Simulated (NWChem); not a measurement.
# SiH4; SMILES [SiH4]

```xyz
5

Si     0.0000     0.0000     0.0000
H     -0.8618     0.8618     0.8618
H      0.8618    -0.8618     0.8618
H      0.8618     0.8618    -0.8618
H     -0.8618    -0.8618    -0.8618
```
Atoms are numbered in this order, from 1.

Computed with NWChem. Structure relaxed at the PBE0/def2-SVP level. Static field.

Question: Predict the results for Hartree-Fock/aug-cc-pVDZ. Quantities: isotropic polarisability (bohr³); anisotropy (bohr³).

Answer: isotropic polarisability (bohr³): 30.4
anisotropy (bohr³): 0.0
